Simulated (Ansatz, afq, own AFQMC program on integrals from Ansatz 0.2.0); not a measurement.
**Where AFQMC and coupled cluster stand for BSiH3, triplet**

```yaml
atoms:
  - { symbol: Si, position_ang: [0.0000, -0.0748, 0.4743] }
  - { symbol: B, position_ang: [0.0000, 0.0648, -1.0574] }
  - { symbol: H, position_ang: [0.0000, 1.1061, 1.3962] }
  - { symbol: H, position_ang: [0.0000, 1.1765, -1.5027] }
  - { symbol: H, position_ang: [0.0000, -0.8923, -1.7679] }
```

Connectivity, by distances: SiH–BH2.

Basis cc-pVDZ. Only valence electrons are correlated. Integrals, coupled cluster, full CI and functionals: Ansatz 0.2.0; the random walks run on the same integrals in our own AFQMC program. The CISD trial takes its coefficients from CCSD amplitudes. Released means that phaseless walkers are propagated on without the constraint, phases kept. Uncertainties: one standard error, sampling alone.

Determinant: UHF, the one that the program's search chose, which needn't be the lowest solution. The geometry is a point of a scan.

No full CI on the walks' own integrals is used here; CCSDT(Q) serves as the reference and is uncertain by about the last step of the cluster series.

Cautions: lower spins were not checked.

The T1 diagnostic is 0.0169. The weight of the determinant in the CISD state is 0.894, the ⟨S²⟩ of the determinant is 2.008 and the size of the correlated space is 10 electrons in 41 orbitals.

```tsv
level	correlation energy (eV)
MP2	-4.2228
CCSD	-5.1744
CCSD(T)	-5.3130
```

(1) Estimate where phaseless AFQMC with a CISD trial lies against CCSD(T) on the same integrals.

(1) 1.23 ± 0.34 mEh below CCSD(T).

Reference: CCSDT(Q), correlation energy -5.348 eV. The released energy is read at 2.40 1/Eh (meV from the phaseless value at times in 1/Eh: 5 ± 10 at 0.24, 11 ± 9 at 0.51, -7 ± 10 at 0.99, 3 ± 10 at 1.62, 8 ± 11 at 2.40).

| level | E − E(reference) (mEh) | share of correlation (%) |
| --- | --- | --- |
| CCSD(T) | 1.29 | 99.34 |
| CCSDT | 0.23 | 99.88 |
| ph-AFQMC/CISD | 0.06 ± 0.34 | 99.97 |
| released AFQMC | 0.35 ± 0.42 | 99.82 |

A walk keeps the symmetry of its determinant, which the program's search chose and which needn't be the lowest solution, so a lower state of the same spin and another symmetry isn't excluded. Released energies are given only where the last usable release times agree within the noise; a slower fall can still hide under it.
